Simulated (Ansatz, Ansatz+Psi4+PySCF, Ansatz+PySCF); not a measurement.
| atom | x (Å) | y (Å) | z (Å) |
| --- | --- | --- | --- |
| H | 1.6866 | -0.9100 | 0.0006 |
| C | 1.1473 | 0.0242 | -0.0318 |
| S | -0.5850 | -0.0891 | 0.0091 |
| H | -0.8606 | 1.2272 | -0.0918 |
| H | 1.6504 | 0.9636 | 0.1358 |

Basis set: cc-pVTZ on H, C; cc-pV(T+d)Z on S (spherical functions). Correlated methods keep 6 orbitals frozen. Correlation on ROHF uses semicanonical orbitals with singles. Charge 0, multiplicity 2.

Computed with Ansatz (development build ahead of 0.2.0); each method stands on the lowest determinant of its kind that the runs found.

The atomization energy at this shape (free ground-state atoms in the same class of orbitals less the molecule, no zero-point energy) of doublet CH₃S:

```
      method  atomization energy
ROHF-CCSD(T)       1510.0 kJ/mol
    ROHF-MP2       1510.5 kJ/mol
         UHF       1132.1 kJ/mol
```

(1) What does ROHF give?

Results:

(1) 1144.2 kJ/mol.
